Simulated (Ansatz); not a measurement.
**H3O+ with CH3F: structure and interaction energy**

Aim: relax the pair, then compute its interaction energy with counterpoise at many levels, up to CCSD(T).

Method: PBE0-D4 structure, single points in def2-TZVPPD; program: Ansatz 0.2.0, Gaussian basis.

Levels: PBE-D4, revPBE-D4, BLYP-D4, r2SCAN-D4, B97M-V, PBE0-D4, B3LYP-D4, HSE06-D4, wB97X-V, wB97M-V, B2PLYP, Hartree-Fock, MP2, CCSD, CCSD(T). The reference is CCSD(T) extrapolated to the basis limit.

Correlated methods freeze the cores. B3LYP uses VWN-RPA correlation. B2PLYP carries no dispersion term here.

28 further runs of the same task are left out: 1 that didn't finish, 27 set aside as unsound or not needed.

### 1 The system as given

The pair, from a GFN2-xTB docking trial: 9 atoms, charge 1, spin multiplicity 1.

Atoms are counted from 1 here; the program's logs count them from 0.

Bond lengths: O1–H2 0.978 Å, O1–H3 0.978 Å, O1–H4 1.012 Å, C5–F6 1.401 Å, C5–H7 1.087 Å, C5–H8 1.089 Å, C5–H9 1.087 Å. Angles: H2–O1–H3 110.9°, H2–O1–H4 111.5°, H3–O1–H4 110.5°, F6–C5–H7 107.4°, F6–C5–H8 107.1°, F6–C5–H9 107.2°, H7–C5–H8 111.6°, H7–C5–H9 111.4°, H8–C5–H9 111.9°.

Geometry (Å):

```xyz
9

O     0.0142    0.2436   -2.1424
H    -0.8390   -0.0022   -2.5517
H     0.7521   -0.2498   -2.5519
H     0.0020    0.0971   -1.1411
C     0.0093   -0.0004    1.7626
F     0.0880   -0.2741    0.3908
H     0.6838   -0.6857    2.2694
H    -1.0249   -0.1617    2.0623
H     0.3145    1.0331    1.9019
```

Atoms 1 to 4 are fragment A (H3O+), the rest fragment B (CH3F).

### 2 A first relaxation in a small basis

The input, pre/in.yaml:

```yaml
crystal:
  periodic: [false, false, false]
  atoms:
    - {symbol: O, position_ang: [0.014200, 0.243600, -2.142400]}
    - {symbol: H, position_ang: [-0.839000, -0.002200, -2.551700]}
    - {symbol: H, position_ang: [0.752100, -0.249800, -2.551900]}
    - {symbol: H, position_ang: [0.002000, 0.097100, -1.141100]}
    - {symbol: C, position_ang: [0.009300, -0.000400, 1.762600]}
    - {symbol: F, position_ang: [0.088000, -0.274100, 0.390800]}
    - {symbol: H, position_ang: [0.683800, -0.685700, 2.269400]}
    - {symbol: H, position_ang: [-1.024900, -0.161700, 2.062300]}
    - {symbol: H, position_ang: [0.314500, 1.033100, 1.901900]}
basis:
  gaussian: {orbitals: def2-SVP}
total_charge: 1
hamiltonian: {xc: pbe, dispersion: d4}
relax: {f_tol: 0.03, max_steps: 250}
```

No record of the launch command was kept for these runs.

The runs that follow: Relaxation at PBE0-D4; CCSD(T)/def2-TZVPPD; MP2/def2-QZVPPD; Vibrations of the pair.

**Question.** What will these runs give? Wanted: interaction energy, CCSD(T)/CBS; of it Hartree-Fock; D4 term of PBE0-D4; shortest contact; lowest wavenumber.

As calculated:

| quantity | value |
| --- | --- |
| interaction energy, CCSD(T)/CBS | -1290 meV |
| of it Hartree-Fock (basis limit) | -1231 meV |
| D4 term of PBE0-D4 | -18 meV |
| shortest contact | H4–F6 1.33 Å |
| lowest wavenumber | 38 cm⁻¹ |

The pair is bound by 1290 meV at fixed fragment shapes. Hartree-Fock gives 95 % of it, so electrostatics, induction and charge transfer lead. wB97M-V is the best functional here (-1 meV from CCSD(T)/CBS); revPBE-D4 is the worst (+62 meV). By rung, the mean size of the error is: GGA 34, meta-GGA 25, hybrid 35, screened hybrid 43, range-separated hybrid 4, double hybrid 5 meV. PBE-D4 gives an interaction energy 18 meV too low, an error of 1 % of the reference. CCSD(T) moves by -41 meV from triple zeta to the limit; gaps between functionals far smaller than that don't rank them. A lower arrangement may exist.
